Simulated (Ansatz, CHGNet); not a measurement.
Equilibrium lattice constant a (Å) of 28 elemental solids other than molecular ones, computed with the machine-learned potential CHGNet 0.3.0 (trained on PBE and PBE+U data) and with PBE (Ansatz, a first-principles code, PAW). The set holds measured phases with no doubt noted on the run or the magnetic state but for the caveats below. 19 more of the class have both values but aren't in it, for one of these reasons: built or high-temperature cells, doubts on the run or the magnetic state, unlike cells, values of zero, layered or molecular crystals, cells that aren't cubic. Solids without a value at one level (not run, failed, or a magnetic order lost), or held back for tests, aren't counted.

All rows, in order of the shift (worked out from unrounded values):

| solid | CHGNet 0.3.0 | PBE | shift (%) |
|---|---|---|---|
| bcc Nb | 3.330 | 3.310 | -0.61 |
| bcc Fe | 2.847 | 2.831 | -0.57 |
| fcc Rh | 3.847 | 3.830 | -0.45 |
| fcc Au | 4.172 | 4.158 | -0.33 |
| bcc Na | 4.210 | 4.197 | -0.31 |
| fcc Ag | 4.159 | 4.147 | -0.28 |
| fcc Pd | 3.953 | 3.943 | -0.26 |
| bcc Mo | 3.169 | 3.161 | -0.25 |
| bcc Ba | 5.032 | 5.021 | -0.20 |
| fcc Pt | 3.976 | 3.970 | -0.15 |
| bcc Ta | 3.324 | 3.319 | -0.15 |
| fcc Ir | 3.876 | 3.871 | -0.15 |
| fcc Pb | 5.047 | 5.040 | -0.14 |
| fcc Al | 4.044 | 4.040 | -0.10 |
| bcc W | 3.185 | 3.184 | -0.06 |
| fcc Sr | 6.032 | 6.030 | -0.03 |
| diamond | 3.573 | 3.572 | -0.03 |
| fcc Ca | 5.527 | 5.526 | -0.02 |
| grey tin (α-Sn) | 6.656 | 6.655 | -0.01 |
| bcc V | 2.996 | 2.997 | +0.02 |
| diamond-structure Ge | 5.758 | 5.761 | +0.04 |
| diamond-structure Si | 5.461 | 5.470 | +0.17 |
| fcc Cu | 3.617 | 3.629 | +0.34 |
| fcc Ni | 3.503 | 3.519 | +0.44 |
| bcc Li | 3.409 | 3.435 | +0.76 |
| bcc K | 5.237 | 5.284 | +0.90 |
| bcc Cs | 6.016 | 6.162 | +2.42 |
| bcc Rb | 5.486 | 5.670 | +3.35 |

The shift from CHGNet 0.3.0 to PBE has a median of -0.08 %, and eight in ten lie between -0.36 % and +0.80 %; PBE is the larger in 9 of 28.

Ansatz's runs of these crystals have no spin polarisation, but for bcc Fe, fcc Ni.

Density-functional runs with spin start from parallel moments for bcc Fe, parallel moments for fcc Ni.

Spin–orbit coupling is left out, also for the solids with elements from indium on (bcc Ta, fcc Pt, bcc Ba, grey tin (α-Sn), bcc W, fcc Ir, bcc Cs, fcc Pb, fcc Au); its size isn't shown.

Caveats: the gap of the solid is closed in this run (PBE: diamond-structure Ge). Ansatz's density-functional and Hartree–Fock values are scalar-relativistic unless marked +SOC, with PAW data made under PBE.
